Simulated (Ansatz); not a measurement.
`CC(C)C(C)O` → 5 C• + 12 H• + O•  (atomization)

Gas-phase electronic energies from Ansatz, PBE0-D4/def2-TZVP geometries. CCSD(T)/CBS adds triple-zeta CCSD(T) − MP2 to the extrapolated MP2 energy (def2 sets, frozen cores). This one scheme is used for every species, atoms too. DFT in def2-TZVPP. No spin–orbit coupling; open shells (•) take unrestricted orbitals. Spin–orbit coupling would lower the free atoms: a little for C, O. Each species was taken in one conformer, which may not be the lowest.

```csv
level,ΔE (kJ/mol),difference from CCSD(T)/CBS
PBE0-D4,7136.8,29.8
ωB97X-V,7108.4,1.4
B2PLYP,7030.5,-76.5
BLYP,6986.8,-120.2
r2SCANh,7074.1,-32.9
LC-ωPBE,7091.5,-15.5
HF/def2-SVP,5390.9,-1716.1
CCSD/def2-SVP,6771.1,-335.9
CCSD(T)/def2-TZVPP,6954.2,-152.8
HF/def2-QZVPP,5311.6,-1795.4
CCSD(T)/CBS,7107.0,0
```

Largest T1 diagnostic among the species: 0.009.

From PBE to PBE0 (25 % exact exchange), in def2-TZVPP and without D4, ΔE moves by −84.6 kJ/mol: exact exchange takes away binding that semilocal exchange gives to molecules. The D4 term adds +55.1 kJ/mol with B3LYP and +29.4 kJ/mol with PBE0; it sums over pairs of atoms, weighted by their polarisabilities, and B3LYP, whose exchange is more repulsive, gets the larger term. At CCSD(T), def2-SVP lies −278.1 kJ/mol from the extrapolated value and def2-TZVPP −152.8 kJ/mol: correlation converges slowly with the basis, and small sets miss more of it in the bonded molecule than in its fragments.

B3LYP here is the variant with VWN-RPA as its local correlation; programs differ in this.

For atomizations the MP2-based limit and the directly extrapolated one differ by several kJ/mol either way, and by 10 to 25 for some Ge, Se and Sn compounds, so smaller differences from it don't rank the levels.
